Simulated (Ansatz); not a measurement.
C4H6F2, SMILES `C/C(=C/F)CF`. The species carries charge 0 and has multiplicity 1. Geometry: relaxed with PBE0-D4/def2-TZVP. It is one conformer, not always the lowest.

```xyz
12

C     0.477   -1.305    0.273
C     0.117    0.131    0.085
C     0.795    1.087    0.700
F     0.505    2.388    0.563
C    -1.021    0.445   -0.826
F    -2.159   -0.239   -0.418
H     0.747   -1.767   -0.682
H    -0.372   -1.864    0.672
H     1.318   -1.422    0.958
H     1.643    0.924    1.356
H    -0.800    0.113   -1.847
H    -1.252    1.511   -0.835
```

What is the dipole moment at r2SCAN/def2-TZVPP? (An estimate is asked.)

Computed: 1.90 D, with components (1.75, -0.71, -0.26) D in this frame, pointing from negative to positive charge.

And with PBE, B3LYP, ωB97M-V? (An estimate is asked.)

Computed: PBE 1.83 D, B3LYP 1.96 D, ωB97M-V 1.95 D.

Give the Mulliken charges with r2SCAN, PBE, ωB97M-V in def2-TZVPP. (An estimate is asked.)

Computed: 
```tsv
atom	r2SCAN	PBE	ωB97M-V
C1	-0.11	-0.21	-0.27
C2	-0.10	-0.07	-0.08
C3	0.14	0.10	0.12
F4	-0.20	-0.16	-0.20
C5	0.17	0.05	0.05
F6	-0.25	-0.21	-0.24
H7	0.05	0.08	0.11
H8	0.07	0.10	0.13
H9	0.04	0.08	0.09
H10	0.08	0.08	0.09
H11	0.04	0.08	0.10
H12	0.06	0.09	0.11
```

B3LYP here is the variant with VWN-RPA as its local correlation; programs differ in this.
